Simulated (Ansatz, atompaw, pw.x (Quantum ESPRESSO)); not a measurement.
What a changed setting does to a pw.x run (fcc Zn)

Potential: PAW, atompaw 4.2.0.5, PBEsol; core [Ar], reference 3d10 4s2 4p0; waves: 4s (bound): rc 2.30 bohr; 4s channel at 0.4 Ry: rc 2.30 bohr; 4p (bound, empty): rc 2.30 bohr; 4p channel at 0.85 Ry: rc 2.10 bohr; 3d (bound): rc 1.25 bohr; 3d channel at -0.4 Ry: rc 1.25 bohr; local part: troulliermartins scheme with l = 3 at -0.5 Ry, radius 1.95 bohr; core correction: smooth core density matched at 2.20 bohr; augmentation: gaussian compensation charge, radius 2.10 bohr; PAW radius 2.30 bohr; waves and projectors: custom rrkj gramschmidtortho.

The reference run (k-mesh 15³, cutoffs 170/900 Ry, Fermi–Dirac 0.01 Ry, mixing_beta 0.4, conv_thr 1e-9, no spin) gives -1.04 GPa at 14.183 Å³/atom, where all-electron LAPW gives -0.21 GPa. This run, with its own iteration cap, changes electron_maxstep to 2, a wrong or extreme entry chosen on purpose.

```
&control
  calculation='scf', prefix='x', pseudo_dir='./', outdir='./tmp', tstress=.true., disk_io='none'
/
&system
  ibrav=0, nat=1, ntyp=1, ecutwfc=170, ecutrho=900, nbnd=14,
  occupations='smearing', smearing='fd', degauss=0.01
/
&electrons
  conv_thr=1e-09, mixing_beta=0.4, electron_maxstep=2
/
ATOMIC_SPECIES
Zn 1.0 Zn.UPF
CELL_PARAMETERS angstrom
  0.00000000 1.92123004 1.92123004
  1.92123004 0.00000000 1.92123004
  1.92123004 1.92123004 0.00000000
ATOMIC_POSITIONS crystal
Zn 0.0000 0.0000 0.0000
K_POINTS automatic
15 15 15 0 0 0
```

```bash
pw.x < Zn.scf.in > Zn.scf.out
```

Q: How does the run end?

A: It does not reach self-consistency within its iteration cap.

```
Message from routine setup:
     using ibrav=0 with symmetry is DISCOURAGED, use correct ibrav instead
     lattice parameter (alat)  =       5.1344  a.u.
     unit-cell volume          =      95.7116 (a.u.)^3
     number of electrons       =        12.00
     number of Kohn-Sham states=           14
     kinetic-energy cutoff     =     170.0000  Ry
     charge density cutoff     =     900.0000  Ry
     scf convergence threshold =      1.0E-09
     Exchange-correlation= SLA PW PSX PSC
     number of k points=   120  Fermi-Dirac smearing, width (Ry)=  0.0100
     iteration #  1     ecut=   170.00 Ry     beta= 0.40
     total energy              =    -241.01367377 Ry
     estimated scf accuracy    <       0.05852556 Ry
     iteration #  2     ecut=   170.00 Ry     beta= 0.40
     total energy              =    -241.04097556 Ry
     estimated scf accuracy    <       0.00733825 Ry
     convergence NOT achieved after   2 iterations: stopping
     Message from routine punch:
     Nothing written, as per user request (disk_io='none')
```

The run took about 22 s on one core of a shared host (Intel(R) Xeon(R) 6975P-C, 192 threads, 378 GiB, load 44).
